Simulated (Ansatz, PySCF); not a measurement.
Molecule: C$_{2}$H$_{6}$N (charge -1, singlet). It need not be the lowest isomer of its formula. Whether it binds its extra electron was not tested at this geometry. 
Structure (B3LYP-D3(BJ)/def2-TZVP (Ansatz, a first-principles code) minimum search):
SMILES: CC[NH-]
```xyz
9

C      1.1691    -0.3662     0.0283
C     -0.1041     0.5343     0.0013
N     -1.3467    -0.1374     0.0793
H      2.1128     0.2133     0.0222
H      1.1446    -1.0056     0.9178
H      1.1701    -1.0248    -0.8489
H      0.0666     1.2143    -0.8941
H     -0.0065     1.2172     0.8688
H     -1.4509    -0.6616    -0.7986
```
Charge -1, spin multiplicity 1.

Total electronic energies in hartree. Correlated levels leave the core frozen unless marked. Spin-orbit coupling is left out. No relativistic terms. 

```tsv
level	program	energy (Eh)
HF/6-31G*	Ansatz	-133.55866
HF/def2-TZVPD	PySCF	-133.63729
BLYP-D4/def2-TZVPD	Ansatz + dftd4	-134.52686
r2SCAN-D3(BJ)/def2-TZVPD	Ansatz + dftd3	-134.49120
PBE0/STO-3G	Ansatz	-132.50778
PBE0/6-31G*	Ansatz	-134.32147
PBE0/def2-TZVPD	Ansatz	-134.40790
r2SCAN0/def2-TZVPD	Ansatz	-134.47159
M06-2X/def2-TZVPD	PySCF	-134.50304
LC-wPBE-D4/def2-TZVPD	Ansatz + dftd4	-134.49392
RPA@PBE/cc-pVTZ	Ansatz	-134.57132
CCSD/STO-3G	Ansatz	-131.95593
CCSD/cc-pwCVTZ	Ansatz	-134.25247
CCSD(T)/cc-pwCVTZ	Ansatz	-134.27886
```

Totals of different functionals don't rank their quality; only differences between species are comparable.
